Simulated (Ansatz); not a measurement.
# BH₂S+ (triplet): wave-function methods side by side, def2-QZVPP

The task here is to estimate one member of a computed series from the others.

Computed with Ansatz 0.2.0, Gaussian basis. Level: def2-QZVPP, core rule «outside noble gas», up to 6 orbitals frozen.

To be run: UHF; ROHF; CCSD(T) on UHF.

2 further runs of the same task are left out: 2 set aside as unsound or not needed. Runs told in other sessions of the task aren't counted.

### What is computed

The geometry is a PBE0/def2-TZVP stationary point (not a proven minimum) of the parent state, kept for this charge and spin.

4 atoms, charge 1, spin multiplicity 3.

Atoms are counted from 1 here; the program's logs count them from 0.

Bond lengths: B1–S2 1.742 Å, B1–H3 1.189 Å, S2–H4 1.348 Å. Angles: S2–B1–H3 125.0°, B1–S2–H4 99.6°.

Set-up of the first run:

The input, in.yaml:

```yaml
crystal:
  periodic: [false, false, false]
  atoms:
    - {symbol: B, position_ang: [0.000000, -0.247959, 1.248665]}
    - {symbol: S, position_ang: [0.000000, 0.102017, -0.457708]}
    - {symbol: H, position_ang: [0.000000, 0.569475, 2.112516]}
    - {symbol: H, position_ang: [0.000000, -1.155317, -0.944703]}
basis:
  gaussian: {orbitals: "def2-QZVPP.json"}
total_charge: 1
magnetization: {spin_polarized: true, initial_magnetization: 2}
hamiltonian: {xc: hf}
output: {orbitals: {seedname: orbitals}}
```

The run is started by

```bash
$ ansatz run in.yaml --threads 1 --pin off --events-out ev --progress --plain --max-ram 2393MiB
```

Among the steps run: UHF; ROHF; CCSD(T) on UHF.

One of the session's tables, all rows but one given; the rest of the session is left out.

It belongs to the step «Misses and costs». 

| method | from UCCSD(T) (meV) |
| --- | --- |
| ROHF | ? |
| UHF | +7321.4 |
| UMP2 | +1185.9 |
| UCCSD | +275.7 |
| UCCSD(T) | 0 |

Estimate the missing values for ROHF.

**Answer.** from UCCSD(T) (meV): +7494.4. In the column «from UCCSD(T) (meV)» it is the highest.
